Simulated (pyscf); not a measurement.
H₃Si–PH–GeH₃ (SMILES [SiH3][PH][GeH3]) → H₂P–GeH₃ (SMILES [PH2][GeH3]) + SiH₂ (SMILES [SiH2]) [singlet], a 1,1-elimination (singlet surface; P–Si, H–Si broken, H–P formed). PySCF, gas phase, ωB97X-D3(BJ)/def2-SVP geometries. Correlated levels are frozen-core, on RHF or UHF. ΔMP2 is the change of the MP2 total energy from the triple- to the quadruple-zeta basis. Energies in kcal/mol from the reactant's lowest minimum found.

GFN2-xTB: tblite. 

Task: Quick GFN2-xTB single points give ΔE‡ = 62.7 kcal/mol and ΔE = +56.2 kcal/mol. What does CCSD(T)/def2-TZVPP + ΔMP2(QZVPP) give, and how far is the quick result from it?

Result: CCSD(T)/def2-TZVPP + ΔMP2(QZVPP) gives ΔE‡ = 60.5 kcal/mol and ΔE = +62.3 kcal/mol. GFN2-xTB lies 2.2 kcal/mol over it in the barrier and 6.1 kcal/mol under it in the reaction energy, so on this step it does not hold to within 3.0 kcal/mol. CCSD(T)/def2-TZVPP + ΔMP2(QZVPP) has limits of its own. On the product side the descent ends in a bound adduct, 9.6 kcal/mol under the separated species and 6.9 kcal/mol under the saddle at ωB97X-D3(BJ)/def2-TZVP. At CCSD(T) the saddle lies under the separated products, which points to a path from their complex (located at ωB97X-D3(BJ) alone), and parting the products costs more than the saddle. At ωB97X-D3(BJ)/def2-TZVP the barrier from the zero used here is 66.9 kcal/mol. This is the saddle that the search found; another between the same sides may lie lower. The CCSD(T) − MP2 part came from Ansatz, without density fitting, on the same reference. The frozen core leaves the outer d or s,p core shells of the metals and heavy elements correlated in the MP2 and CC values, and def2-TZVPP describes them poorly, which can shift differences by a few kcal/mol. In the def2 sets elements up to Kr have no core potential.
